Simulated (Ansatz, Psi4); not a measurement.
**Si2NH7 (SMILES [SiH3]N[SiH3]): from total energies to a heat of formation**

Si2NH7: 10 atoms, total charge 0, spin state singlet. As SMILES, `[SiH3]N[SiH3]`. The shape is that of a PBE0-D4/def2-TZVP optimisation.

```xyz
10

Si   -1.0428    0.7584   -0.8800
N     0.1200    0.5004    0.3687
Si    0.9958   -0.9353    0.7554
H    -1.3736   -0.5673   -1.4582
H    -0.5323    1.6454   -1.9626
H    -2.2743    1.3936   -0.3364
H     0.3620    1.3173    0.9129
H     0.4031   -2.0423   -0.0347
H     0.8972   -1.2430    2.2083
H     2.4448   -0.8272    0.4267
```

Total energies at wB97M-V/6-31G* (spherical functions) (Psi4 1.11); the atoms run unrestricted:

| species | state | energy (Eh) |
| --- | --- | --- |
| Si2NH7 | singlet | -637.844738 |
| Si | triplet | -289.332094 |
| N | quartet | -54.571544 |
| H | doublet | -0.491081 |

Harmonic wavenumbers at PBE0-D4/def2-TZVP, in cm⁻¹: 28, 49, 215, 347, 611, 639, 705, 717, 827, 928, 935, 936, 961, 967, 993, 1006, 1214, 2199, 2202, 2210, 2217, 2239, 2249, 3598.

Measured heats of formation of the gaseous atoms at 298.15 K, in kJ/mol: Si 450.0, N 472.4, H 218.0. Spin-orbit lowering of the atoms at 298 K (mean of the ground term's levels less their thermal mean, from spectra), in kJ/mol: Si 0.44. Take 1 Eh = 2625.50 kJ/mol, 1 cm⁻¹ = 0.0119627 kJ/mol, RT = 2.479 kJ/mol.

Problem. Work out the heat of formation of the gas at 298 K.

Solution. 
1. Electronic atomisation energy: 2 × (-289.332094) + (-54.571544) + 7 × (-0.491081) − (-637.844738) = 1.171439 Eh = 3075.6 kJ/mol.
2. Zero-point energy: half the sum of the wavenumbers, 14496 cm⁻¹ = 173.4 kJ/mol.
3. Thermal vibrational enthalpy, Σ hcν̃/(exp(hcν̃/kT) − 1): 9.2 kJ/mol. Translation, rotation and pV of a non-linear molecule: 4 RT = 9.9 kJ/mol.
4. The 10 free atoms carry 5/2 RT each: 62.0 kJ/mol.
5. Spin-orbit coupling lowers the free atoms by 2 × 0.44 = 0.9 kJ/mol.
6. Atomisation enthalpy at 298 K: 3075.6 − 0.9 − 173.4 − 9.2 − 9.9 + 62.0 = 2944.2 kJ/mol.
7. Sum of the atoms' heats of formation: 2898.4 kJ/mol. Heat of formation: 2898.4 − 2944.2 = -45.8 kJ/mol.

No measured value is set beside it here. Anharmonicity and any spin-orbit splitting of the molecule are left out.
